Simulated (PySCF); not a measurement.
# Vertical excitation energies

Compound: (LiH)3 ring, Li3H3.
Hydrogens: H2, H6 on Li1; H2, H4 on Li3; H4, H6 on Li5.

Theory: PySCF 2.14.0, density-fitted response routines, TDDFT CAM-B3LYP/def2-SVPD, vertical, gas phase, core orbitals frozen in the response. Geometry: PBE0-D3(BJ)/def2-SVP; no solvent, vibrations or thermal averaging.

Problem. List the vertical singlet excitations with oscillator strengths and describe the spectrum.

Solution. 

```
state  E (eV)  λ (nm)  ν̃ (cm⁻¹)       f  |μ| (D)              main configurations (H = HOMO, L = LUMO)
   S1    5.14   241.0      41500  0.0000     0.03                                        H-1/H→L (≥93%)
   S2    5.15   240.6      41570  0.0000     0.00                                        H-1/H→L (≥93%)
   S3    5.45   227.5      43950  0.0005     0.16                    H-1/H→L+2 (≥51%), H-1/H→L+3 (≥37%)
   S4    5.50   225.2      44400   0.034     1.27  H-1/H→L+1 (≥67%), H-1/H→L+2 (≥14%), H-1/H→L+3 (≥10%)
   S5    5.52   224.5      44540   0.034     1.27   H-1/H→L+1 (≥57%), H-1/H→L+3 (≥26%), H-1/H→L+2 (≥8%)
   S6    5.96   207.9      48090   0.280     3.52  H-1/H→L+2 (≥26%), H-1/H→L+1 (≥24%), H-1/H→L+3 (≥23%)
   S7    5.96   207.9      48090   0.284     3.54     H-1/H→L+3 (≥30%), H-1/H→L+2 (≥26%), H-2→L+3 (18%)
   S8    6.20   199.9      50030  0.0000     0.01     H-1/H→L+2 (≥41%), H-1/H→L+3 (≥40%), H-2→L+1 (14%)
   S9    6.30   196.7      50840   0.429     4.24                                           H-2→L (95%)
```

Triplets, Tamm–Dancoff:

| state | E (eV) | λ (nm) | main configurations (H = HOMO, L = LUMO) |
| --- | --- | --- | --- |
| T1 | 4.82 | 257.5 | H-1/H→L (≥86%) |
| T2 | 4.82 | 257.1 | H-1/H→L (≥86%) |
| T3 | 5.19 | 239.0 | H-1/H→L+1 (≥58%), H-1/H→L+2 (≥16%), H-1/H→L+3 (≥12%) |
| T4 | 5.20 | 238.4 | H-1/H→L+1 (≥49%), H-1/H→L+2 (≥26%), H-1/H→L+3 (≥11%) |

The lowest singlet level (S1/S2) comes at 241 nm (496 kJ/mol) in the ultraviolet; it is dark (f under 0.0005). The strongest level in the table is S6/S7 at 5.96 eV (208 nm, f = 0.563 summed). S1/S2 and S6/S7 lie within about 0.01 eV of each other in each set. Löwdin shares by element: HOMO (one of a set within 0.03 eV) hydrogen 48% or more, lithium 39% or more; LUMO lithium 90%. Orbital energies (eV): HOMO-3 -55.02, HOMO-2 -8.76, HOMO-1 -7.91, HOMO -7.90, LUMO 0.18, LUMO+1 0.30, LUMO+2 0.39. Weighted by f, the mean energy of these states is 6.07 eV. The listed states span 1.16 eV, and the widest gap between neighbours is 0.44 eV (S5 to S6). The vertical ionisation energy (ΔSCF) is 8.91 eV, 2.61 eV above S9. Orbitals of the list HOMO-3 to LUMO+2 that lie within 0.01 eV of each other are written together with a slash and their weights summed (≥ marks a lower bound); for degenerate orbitals outside that list single weights are arbitrary. Only the lowest 10 singlets were computed, as vertical energies without vibronic structure. The highest level found (6.79 eV, f 0.0000 so far) is left out, since the window may have cut off a degenerate partner.

Hardware: x86-64 server, one thread (shared host). Cost: 12 s.
